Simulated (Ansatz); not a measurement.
Born–Oppenheimer molecular dynamics of H7OPSi (10 atoms, charge 0, multiplicity 1). It starts from a rough guess of a transition structure, not a stationary point.

The calculation used UKS B3LYP-D4/def2-SVP (Ansatz 0.2.0).

```json
{
  "ensemble": "NVE (velocity Verlet)",
  "time step": "0.5 fs",
  "steps asked": "150",
  "starting velocities drawn for": "300 K",
  "seed": "936075"
}
```

Frames 2.5 fs apart, positions in Å, forces in eV/Å.

Velocities at 30 fs (Å/ps):

```
Si -6.72 6.59 -3.27
H 82.31 51.53 -68.89
H -12.10 16.09 -3.75
H 9.14 -8.63 14.33
O -3.10 -6.79 -6.10
H 90.37 3.11 -13.88
P 1.71 -2.70 8.64
H -1.20 22.98 -5.70
H 0.83 -27.30 11.98
H 14.77 -50.59 -11.78
```

```xyz
10
Properties=species:S:1:pos:R:3:forces:R:3 time_fs=30 energy_less_start_eV=-1.491 T=1745
Si 0.139 -0.631 0.738 1.11 1.83 -1.10
H 2.990 1.229 -2.281 1.54 -1.62 -4.84
H 1.220 -1.220 -0.050 0.46 -0.57 -0.08
H -0.496 -1.674 1.532 -0.60 -0.23 0.23
O 0.812 0.540 1.742 -0.37 0.07 0.09
H 2.799 1.428 -1.687 -1.56 1.62 4.85
P -1.043 0.524 -0.980 -0.46 -0.19 1.74
H 0.607 1.474 1.569 0.04 -0.49 -0.01
H -0.642 -0.243 -2.058 0.80 -0.57 -0.72
H -1.899 -0.548 -0.612 -0.96 0.16 -0.17
10
Properties=species:S:1:pos:R:3:forces:R:3 time_fs=32.5 energy_less_start_eV=-1.485 T=1736
Si 0.123 -0.613 0.729 0.76 0.54 -0.72
H 3.213 1.339 -2.512 -0.68 0.38 2.76
H 1.205 -1.198 -0.064 0.43 -0.60 -0.11
H -0.488 -1.697 1.570 -0.29 0.34 -0.27
O 0.804 0.525 1.727 -0.37 1.96 0.28
H 3.007 1.454 -1.663 0.66 -0.39 -2.75
P -1.039 0.516 -0.957 -1.02 -1.74 0.67
H 0.611 1.493 1.559 0.31 -1.79 0.25
H -0.617 -0.321 -2.043 0.60 0.26 0.10
H -1.885 -0.660 -0.647 -0.40 1.04 -0.20
10
Properties=species:S:1:pos:R:3:forces:R:3 time_fs=35 energy_less_start_eV=-1.484 T=1733
Si 0.109 -0.594 0.718 0.94 -0.86 -0.63
H 3.408 1.462 -2.616 -0.51 0.02 2.57
H 1.213 -1.210 -0.082 -0.03 -0.33 0.18
H -0.499 -1.701 1.593 -0.10 0.69 -0.59
O 0.794 0.515 1.714 0.37 -0.55 1.03
H 3.242 1.468 -1.765 0.50 -0.03 -2.56
P -1.037 0.506 -0.932 -1.13 -2.50 -0.40
H 0.628 1.428 1.560 -0.20 1.26 -0.18
H -0.557 -0.384 -2.024 0.29 0.91 0.71
H -1.897 -0.714 -0.693 -0.14 1.38 -0.12
10
Properties=species:S:1:pos:R:3:forces:R:3 time_fs=37.5 energy_less_start_eV=-1.451 T=1709
Si 0.097 -0.577 0.706 1.24 -1.75 -0.72
H 3.579 1.591 -2.611 0.67 1.02 -5.52
H 1.220 -1.243 -0.090 -0.40 -0.03 0.40
H -0.517 -1.667 1.582 -0.16 0.55 -0.53
O 0.786 0.505 1.703 0.58 -0.06 1.29
H 3.502 1.474 -1.976 -0.67 -1.03 5.52
P -1.038 0.490 -0.909 -0.99 -1.94 -0.96
H 0.637 1.422 1.552 -0.13 1.23 -0.14
H -0.478 -0.396 -1.965 0.13 0.98 0.65
H -1.919 -0.687 -0.746 -0.27 1.03 0.01
10
Properties=species:S:1:pos:R:3:forces:R:3 time_fs=40 energy_less_start_eV=-1.740 T=1979
Si 0.088 -0.563 0.692 1.38 -1.91 -0.71
H 3.771 1.757 -2.788 -0.09 -0.83 2.10
H 1.206 -1.278 -0.075 -0.41 0.10 0.35
H -0.545 -1.601 1.542 -0.44 -0.01 -0.12
O 0.779 0.496 1.698 0.39 3.19 1.04
H 3.739 1.444 -2.003 0.08 0.83 -2.09
P -1.040 0.471 -0.887 -0.67 -0.18 -0.96
H 0.639 1.474 1.538 0.30 -1.75 0.30
H -0.390 -0.352 -1.871 0.20 0.47 -0.01
H -1.959 -0.602 -0.799 -0.75 0.08 0.10
10
Properties=species:S:1:pos:R:3:forces:R:3 time_fs=42.5 energy_less_start_eV=-1.655 T=1900
Si 0.081 -0.553 0.677 1.31 -1.66 -0.09
H 3.962 1.885 -2.890 0.05 -1.54 2.79
H 1.168 -1.308 -0.041 -0.08 0.02 0.10
H -0.600 -1.536 1.494 -0.69 -0.51 0.32
O 0.774 0.497 1.697 0.61 1.67 1.08
H 3.977 1.451 -2.106 -0.05 1.54 -2.79
P -1.044 0.452 -0.867 -0.74 1.49 -0.71
H 0.656 1.445 1.539 0.10 -0.28 0.09
H -0.290 -0.281 -1.777 0.33 -0.20 -0.78
H -2.042 -0.510 -0.847 -0.84 -0.53 -0.01
10
Properties=species:S:1:pos:R:3:forces:R:3 time_fs=45 energy_less_start_eV=-1.605 T=1852
Si 0.078 -0.547 0.662 0.74 -1.73 1.23
H 4.155 1.943 -2.859 -0.41 2.89 -3.61
H 1.126 -1.338 0.000 0.37 -0.19 -0.17
H -0.693 -1.498 1.463 -0.43 -0.34 0.24
O 0.772 0.503 1.699 0.74 -1.26 1.11
H 4.213 1.528 -2.342 0.41 -2.89 3.61
P -1.049 0.436 -0.849 -1.26 1.64 -1.18
H 0.679 1.410 1.543 -0.18 2.32 -0.33
H -0.173 -0.218 -1.727 -0.17 -0.24 -0.79
H -2.169 -0.445 -0.896 0.20 -0.20 -0.12
10
Properties=species:S:1:pos:R:3:forces:R:3 time_fs=47.5 energy_less_start_eV=-1.599 T=1840
Si 0.076 -0.544 0.649 0.11 -2.15 2.42
H 4.329 2.112 -2.953 0.24 -1.07 0.87
H 1.105 -1.378 0.031 0.50 -0.23 -0.20
H -0.810 -1.479 1.445 0.22 0.16 -0.11
O 0.772 0.508 1.706 0.33 1.65 0.25
H 4.468 1.494 -2.452 -0.24 1.07 -0.87
P -1.057 0.422 -0.832 -1.37 1.42 -2.12
H 0.693 1.474 1.534 0.06 -1.02 0.17
H -0.068 -0.168 -1.720 -1.05 0.08 -0.31
H -2.285 -0.393 -0.951 1.21 0.09 -0.10
10
Properties=species:S:1:pos:R:3:forces:R:3 time_fs=50 energy_less_start_eV=-1.133 T=1397
Si 0.074 -0.547 0.641 0.07 -2.44 2.99
H 4.512 2.251 -3.037 0.76 -2.89 1.76
H 1.111 -1.431 0.052 0.17 0.06 0.02
H -0.915 -1.452 1.422 0.71 0.39 -0.25
O 0.773 0.517 1.713 0.12 1.69 -0.24
H 4.714 1.490 -2.573 -0.77 2.89 -1.76
P -1.067 0.411 -0.820 -1.03 1.71 -2.63
H 0.710 1.496 1.532 0.04 -1.54 0.22
H -0.023 -0.114 -1.734 -1.45 0.20 -0.09
H -2.332 -0.337 -1.011 1.38 -0.07 -0.02
10
Properties=species:S:1:pos:R:3:forces:R:3 time_fs=52.5 energy_less_start_eV=-1.378 T=1625
Si 0.072 -0.554 0.640 0.41 -2.21 3.02
H 4.733 2.248 -3.031 -0.79 2.60 -1.04
H 1.127 -1.479 0.074 -0.20 0.38 0.20
H -0.979 -1.404 1.385 0.79 0.24 -0.07
O 0.775 0.531 1.720 0.05 -2.06 -0.07
H 4.922 1.628 -2.782 0.79 -2.60 1.04
P -1.079 0.404 -0.813 -0.34 2.40 -2.38
H 0.728 1.446 1.539 -0.15 1.75 -0.40
H -0.062 -0.049 -1.756 -1.14 0.12 -0.27
H -2.301 -0.286 -1.073 0.59 -0.60 -0.04
10
Properties=species:S:1:pos:R:3:forces:R:3 time_fs=55 energy_less_start_eV=-1.574 T=1812
Si 0.071 -0.566 0.646 0.82 -1.40 2.54
H 4.915 2.362 -3.060 0.04 -0.11 0.02
H 1.134 -1.507 0.107 -0.28 0.41 0.20
H -0.998 -1.343 1.346 0.38 -0.22 0.36
O 0.777 0.540 1.727 -0.15 -1.08 -0.50
H 5.168 1.649 -2.958 -0.04 0.11 -0.02
P -1.092 0.402 -0.811 0.20 3.11 -1.44
H 0.738 1.473 1.527 -0.11 0.46 -0.20
H -0.165 0.023 -1.795 -0.23 -0.05 -0.82
H -2.238 -0.273 -1.139 -0.62 -1.22 -0.15
10
Properties=species:S:1:pos:R:3:forces:R:3 time_fs=57.5 energy_less_start_eV=-1.319 T=1578
Si 0.072 -0.581 0.656 1.09 -0.31 1.88
H 5.090 2.503 -3.105 1.29 -3.35 -0.04
H 1.125 -1.512 0.151 -0.02 0.12 0.05
H -0.996 -1.296 1.329 -0.24 -0.67 0.77
O 0.778 0.544 1.731 -0.30 1.16 -1.09
H 5.422 1.642 -3.117 -1.29 3.35 0.04
P -1.105 0.405 -0.811 -0.35 2.67 -1.13
H 0.741 1.525 1.505 -0.04 -1.94 0.29
H -0.284 0.092 -1.881 0.38 -0.02 -0.91
H -2.205 -0.328 -1.210 -0.51 -1.01 0.13
```

Of the whole run (75 fs, mean temperature of the second half 1816 K): The conserved energy stayed within 1.2 meV per atom of its start (net change -0.52 meV per atom), so the integration is sound. The kinetic energy rose, since the run started high on the potential surface and went downhill. It ends in pieces (H2 + H5OPSi), so much of that is their flight and rotation, not heat. A run of 0.075 ps of so small a system gives no equilibrium averages. The orbitals were unrestricted but ended closed-shell.

Run time: 9.3 min on 2 threads of Arm Neoverse N1, with other jobs on the host, peak memory 0.22 GiB.
